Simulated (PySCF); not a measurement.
PySCF input (TPSSh/def2-TZVPD):

```python
from pyscf import gto, scf, dft

mol = gto.M(
    atom='''
    C    -0.00677442    1.13492425    0.30903550
    C     0.00621328   -1.13287317    0.31648329
    C     0.74276151    0.00321406   -0.31659517
    C    -0.74219232   -0.00529457   -0.31789940
    H    -0.00831064    1.23676748    1.39372236
    H    -0.01170322    2.07740938   -0.22784986
    H     0.00580282   -1.22760088    1.40181571
    H     0.01209977   -2.07885887   -0.21420004
    H     1.42548386    0.00439170   -1.14856569
    H    -1.42342090   -0.01193223   -1.15106786
    ''',
    basis='def2-tzvpd',
    charge=0,
    spin=0,
    verbose=4,
)

mf = dft.RKS(mol, xc='tpssh').density_fit(auxbasis='def2-universal-jkfit')
mf.grids.level = 3
mf.conv_tol = 1e-9
mf.max_cycle = 100
mf.max_memory = 1500
mf.kernel()
if not mf.converged:
    mf = mf.newton()
    mf.kernel(mf.make_rdm1())
mf.analyze()
```

End of the output:

```
Extra cycle  E= -156.02627552825  delta_E= -2.84e-13  |g|= 5.8e-07  |ddm|= 6.02e-06
converged SCF energy = -156.02627552825
**** SCF Summaries ****
Total Energy =                        -156.026275528249869
Nuclear Repulsion Energy =             116.632173680841959
One-electron Energy =                 -439.018389453132443
Two-electron Energy =                  166.359940244040587
Two-electron Coulomb Energy =          190.373077219551504
DFT Exchange-Correlation Energy =      -24.013136975510918
HOMO-LUMO gap [eV] =                     6.752965127958807
**** MO energy ****
MO #1   energy= -10.1232909545404  occ= 2
MO #2   energy= -10.1231826245025  occ= 2
MO #3   energy= -10.1227532122009  occ= 2
MO #4   energy= -10.1226210778124  occ= 2
MO #5   energy= -0.898182385008759 occ= 2
MO #6   energy= -0.668376405489717 occ= 2
MO #7   energy= -0.558993347983495 occ= 2
MO #8   energy= -0.556739313072723 occ= 2
MO #9   energy= -0.500654661940061 occ= 2
MO #10  energy= -0.416404221709063 occ= 2
MO #11  energy= -0.408155720147355 occ= 2
MO #12  energy= -0.352149003600594 occ= 2
MO #13  energy= -0.309446210664939 occ= 2
MO #14  energy= -0.297819491518611 occ= 2
MO #15  energy= -0.23224872513023  occ= 2
MO #16  energy= 0.0159181680590942 occ= 0
MO #17  energy= 0.0305936726638393 occ= 0
MO #18  energy= 0.0317425091149574 occ= 0
MO #19  energy= 0.0350028407269914 occ= 0
MO #20  energy= 0.0674714159034856 occ= 0
MO #21  energy= 0.0845866505570054 occ= 0
MO #22  energy= 0.100022839377114  occ= 0
MO #23  energy= 0.106676041289639  occ= 0
MO #24  energy= 0.113756802263166  occ= 0
MO #25  energy= 0.121510531654411  occ= 0
MO #26  energy= 0.133112384604814  occ= 0
MO #27  energy= 0.138533019677476  occ= 0
MO #28  energy= 0.143056372610607  occ= 0
MO #29  energy= 0.164095460088346  occ= 0
MO #30  energy= 0.165027464501402  occ= 0
MO #31  energy= 0.176497066034576  occ= 0
MO #32  energy= 0.212390276728131  occ= 0
MO #33  energy= 0.214068814802497  occ= 0
MO #34  energy= 0.221308792723293  occ= 0
MO #35  energy= 0.223567583155597  occ= 0
MO #36  energy= 0.226264182440149  occ= 0
MO #37  energy= 0.255037942948424  occ= 0
MO #38  energy= 0.255771498310995  occ= 0
MO #39  energy= 0.264121557654501  occ= 0
MO #40  energy= 0.267686187621505  occ= 0
MO #41  energy= 0.285391110907114  occ= 0
MO #42  energy= 0.293136860592939  occ= 0
MO #43  energy= 0.295360002368159  occ= 0
MO #44  energy= 0.302844010883841  occ= 0
MO #45  energy= 0.314735369260237  occ= 0
MO #46  energy= 0.315659443438855  occ= 0
MO #47  energy= 0.324373846482347  occ= 0
MO #48  energy= 0.327458082174431  occ= 0
MO #49  energy= 0.331322731784772  occ= 0
MO #50  energy= 0.340959088964048  occ= 0
MO #51  energy= 0.341967611991924  occ= 0
MO #52  energy= 0.361975402617739  occ= 0
MO #53  energy= 0.378384844765486  occ= 0
MO #54  energy= 0.385315620458939  occ= 0
MO #55  energy= 0.403798030192683  occ= 0
MO #56  energy= 0.404072183281564  occ= 0
MO #57  energy= 0.413912463268937  occ= 0
MO #58  energy= 0.426999008021717  occ= 0
MO #59  energy= 0.431391187069772  occ= 0
MO #60  energy= 0.445752030592939  occ= 0
MO #61  energy= 0.446292698829791  occ= 0
MO #62  energy= 0.453601456701109  occ= 0
MO #63  energy= 0.454632579845249  occ= 0
MO #64  energy= 0.457269233388664  occ= 0
MO #65  energy= 0.472319792872238  occ= 0
MO #66  energy= 0.506894851117662  occ= 0
MO #67  energy= 0.508629388825315  occ= 0
MO #68  energy= 0.513499332413247  occ= 0
MO #69  energy= 0.540793097360669  occ= 0
MO #70  energy= 0.547718233751983  occ= 0
MO #71  energy= 0.572253811885279  occ= 0
MO #72  energy= 0.618308435010585  occ= 0
MO #73  energy= 0.619259815675753  occ= 0
MO #74  energy= 0.641405792509703  occ= 0
MO #75  energy= 0.643807118527687  occ= 0
MO #76  energy= 0.652092154347785  occ= 0
MO #77  energy= 0.65700591267448   occ= 0
MO #78  energy= 0.659544161345918  occ= 0
MO #79  energy= 0.676745369814929  occ= 0
MO #80  energy= 0.690526101509495  occ= 0
MO #81  energy= 0.700854211778236  occ= 0
MO #82  energy= 0.701476107298742  occ= 0
MO #83  energy= 0.715331784211147  occ= 0
MO #84  energy= 0.726417137550089  occ= 0
MO #85  energy= 0.745629648621652  occ= 0
MO #86  energy= 0.747105949165193  occ= 0
MO #87  energy= 0.750588243372418  occ= 0
MO #88  energy= 0.765998940925916  occ= 0
MO #89  energy= 0.783996082028493  occ= 0
MO #90  energy= 0.804152325186048  occ= 0
MO #91  energy= 0.94424995106556   occ= 0
MO #92  energy= 0.963197863955713  occ= 0
MO #93  energy= 0.976429276423668  occ= 0
MO #94  energy= 0.983444633081855  occ= 0
MO #95  energy= 1.0969084181365    occ= 0
MO #96  energy= 1.12526559449435   occ= 0
MO #97  energy= 1.16668897319524   occ= 0
MO #98  energy= 1.20387265163866   occ= 0
MO #99  energy= 1.20723862582565   occ= 0
MO #100 energy= 1.23916265827224   occ= 0
MO #101 energy= 1.24717591203559   occ= 0
MO #102 energy= 1.26882604680839   occ= 0
MO #103 energy= 1.27927295262777   occ= 0
MO #104 energy= 1.29499574822173   occ= 0
MO #105 energy= 1.32318400408226   occ= 0
MO #106 energy= 1.35159460409672   occ= 0
MO #107 energy= 1.37891812299633   occ= 0
[...]
```
